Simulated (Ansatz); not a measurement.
Zinc-blende HgS (metastable phase) was calculated with BLYP in Ansatz (PAW).

Numerical settings: plane-wave cutoff 520 eV, 10×10×10 k mesh, Fermi–Dirac smearing 0.01 eV, scalar-relativistic PAW data made under PBE.

Cell (relaxed at this level):

```
HgS
1.0
    0.00000     3.06919     3.06919
    3.06919     0.00000     3.06919
    3.06919     3.06919     0.00000
Hg S
1 1
Cartesian
  0.00000   0.00000   0.00000
  1.53460   1.53460   1.53460
```

**Question.** Give the computed bulk modulus B0 and pressure derivative B′ of the bulk modulus.

**Answer.** 
bulk modulus B0: 40.9 GPa
pressure derivative B′ of the bulk modulus: 5.0

The run finds no gap.

Note: the cell is over a tenth larger than the published one: the level's own overestimate first of all, though another phase or state, or a fault of the published cell, is possible.

Spin–orbit coupling is not included; it can open a gap where bands touch, and shift volumes and moduli.

Ansatz is a first-principles code.
